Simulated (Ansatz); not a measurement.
Relaxed structures of CH2FMg (charge -1), singlet (PBE0-D4/def2-TZVPD; forces vanish, vibrations not checked; lower isomers may exist, and structures with a doubtful reference or unclear bonds are left out; Å). Program: Ansatz 0.2.0. Basis: def2-TZVPPD. Cores are frozen in the correlated methods. The outer core shell of Li, Na, Mg and K is correlated. The def2 sets are not built for correlating such inner shells, so the correlated values are less sure here.

(1) Rank them by CCSD(T) energy, lowest first, and give each one's height above the lowest. Links in brackets join atoms within 1.22 times the sum of their covalent radii (1.1 for two metals). (Judge from chemistry; the value comes from the calculation.)
A.
CH₂FMg ([F][CH2][Mg]), total charge -1
```
5
angstrom
F 0.3170 -0.7815 1.8975
C -0.0226 -0.8037 0.4939
Mg 0.4035 1.1164 -0.5988
H -1.0888 -1.0995 0.4681
H 0.5254 -1.6748 0.0867
```
B.
CH₂FMg ([F][CH][MgH]), total charge -1
```
5
angstrom
F -2.4478 0.7397 0.7119
C -1.4796 0.3353 -0.2399
Mg 0.5318 0.4624 0.0393
H -1.9656 -0.4707 -0.8154
H 2.0967 1.2111 -0.3011
```
C.
CH₂FMg ([CH2][Mg][F]), total charge -1
```
5
angstrom
F 1.7319 -1.4926 1.7069
C -0.6902 0.5668 -0.3393
Mg 0.7209 -0.6030 0.4884
H -1.4277 0.0646 -0.9856
H -0.3349 1.4642 -0.8705
```

The T1 diagnostic stays at or below 0.018. The restricted Hartree–Fock reference is unstable towards an unrestricted one at one or more of these structures.

Answers

(1) By the calculation: C (0.00 kcal/mol), A (31.57 kcal/mol), B (69.65 kcal/mol). Heights count from the lowest.

For scale, one of the runs: CCSD(T)/def2-TZVPPD, 146 basis functions, launched by `ansatz run in.yaml --threads 2 --pin off --events-out ev --progress --plain --max-ram 4352MiB`. Time: 30 s of wall clock on 2 CPU threads of an Arm Neoverse V1; the host was shared. Peak host memory: 1 GiB.
